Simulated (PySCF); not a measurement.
**Working out the ionisation energy of Cl**

Cl [Ne] 3s2 3p5 (2P) → Cl⁺ [Ne] 3s2 3p4 (3P). All numbers are calculated (PySCF 2.14, no relativity, point nucleus, in dyall-av3z (19s12p3d2f, 84 functions)). Frozen: [Ne]; the 26 highest virtual orbitals dropped. Energies in hartree (1 hartree = 27.21139 eV):

```csv
part,Cl (lower),Cl⁺ (upper)
UHF,-459.489222,-459.056853
MP2 opposite-spin,-0.126407,-0.098255
MP2 same-spin,-0.037455,-0.029038
```

What does Hartree-Fock give?

(-459.056853) − (-459.489222) = 0.432369 hartree = 11.765 eV.

What do MP2 and SCS-MP2 (6/5 opposite-spin, 1/3 same-spin) give?

The opposite-spin parts differ by 0.766 eV and the same-spin parts by 0.229 eV. MP2: 11.765 + (0.766) + (0.229) = 12.760 eV. SCS-MP2: 11.765 + 1.2 × (0.766) + (0.229)/3 = 12.761 eV.

Measured between the centres of the two terms (NIST): 12.974 eV, so MP2 (valence) is off by -0.214 eV.

What remains against the reference includes basis incompleteness, the frozen core and correlation beyond second order.
